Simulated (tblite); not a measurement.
Species: C6H9 (doublet state).
Geometry (GFN2-xTB, Å), atoms numbered from 1 in this order:
```
atom  x, y, z in Å
C1     2.3425    0.5947    0.2333
C2     1.2313    0.2936   -0.3581
C3    -0.1586    0.0171   -0.1808
C4    -1.0694    1.1937   -0.4732
C5    -0.5907   -0.9726    0.9012
C6    -0.6661   -1.3647   -0.5379
H7     2.4385    0.7467    1.3118
H8     3.2657    0.7255   -0.3136
H9    -0.9442    1.5226   -1.5035
H10   -0.8282    2.0279    0.1835
H11   -2.1099    0.9173   -0.3207
H12   -1.5076   -0.7564    1.4286
H13    0.1804   -1.4155    1.5124
H14   -1.6386   -1.4368   -1.0016
H15    0.0504   -2.0850   -0.9032
```

Computed with GFN2-xTB (tblite): harmonic, unscaled wavenumbers at the GFN2-xTB geometry, gas phase. Against measured fundamentals such values can be off by several per cent, at times by over 20. One conformer, not necessarily the lowest. Open shells enter through the occupations alone, without spin polarisation, and single modes of such species can be off by tens of per cent.

Harmonic wavenumbers (cm⁻¹): 71.5, 143.0, 168.8, 282.4, 311.5, 341.2, 454.9, 557.1, 712.6, 802.3, 834.5, 865.8, 892.2, 916.7, 960.0, 985.2, 1032.0, 1052.8, 1079.6, 1105.9, 1148.7, 1256.4, 1318.8, 1394.8, 1405.5, 1426.0, 1466.1, 1487.1, 1495.3, 1816.3, 2843.8, 3019.5, 3027.7, 3035.6, 3036.1, 3080.7, 3083.9, 3093.0, 3109.8.

A = 5492, B = 3006, C = 2390 MHz; mass 81.070 u (most abundant isotopes); point group C1, symmetry number 1; spin multiplicity 2.

Question: What is the zero-point energy?

Answer: Half the sum of the wavenumbers: 27558 cm⁻¹ = 329.66 kJ/mol.

Question: Entropy at 350 K, 1 bar (ideal gas, RRHO, classical rotation)?

Answer: Translation 167.01, rotation 112.88, vibration 83.85, spin (R ln 2) 5.76: S = 369.5 J/(mol K).

Question: And Cp and H(350 K) − H(0)?

Answer: Cp = 133.64 J/(mol K), of which vibrations give 100.38 (their classical limit is 39 R = 324.3); H(350 K) − H(0) = 28.02 kJ/mol without the zero-point energy, 16.38 from vibrations.

Question: Which modes carry the vibrational entropy at 350 K?

Answer: 71.5 cm⁻¹: 18.52; 143.0 cm⁻¹: 12.85; 168.8 cm⁻¹: 11.52; 282.4 cm⁻¹: 7.53; 311.5 cm⁻¹: 6.80; 341.2 cm⁻¹: 6.15 J/(mol K); the other 33 give 20.47 together.

Question: Blend soft modes into free rotors: weight 1/[1 + (100 cm⁻¹/ν̃)⁴] for the oscillator and the rest for a rotor with moment μB/(μ + B), μ = h/(8π²ν), B = 10⁻⁴⁴ kg m². What vibrational entropy results?

Answer: 79.86 J/(mol K) in place of 83.85, which changes −T·S at 350 K by +1.40 kJ/mol.

Hindered rotation and anharmonicity are outside this model. Other conformers, if any are populated, would add a mixing term that is left out. The structure is chiral; the term R ln 2 for an equal mix with its mirror image is left out.

Hardware: one thread, Arm Neoverse V2 (aarch64), on a shared host. Cost: 0.26 s of wall time. This covers the Hessian and the dipole derivatives.
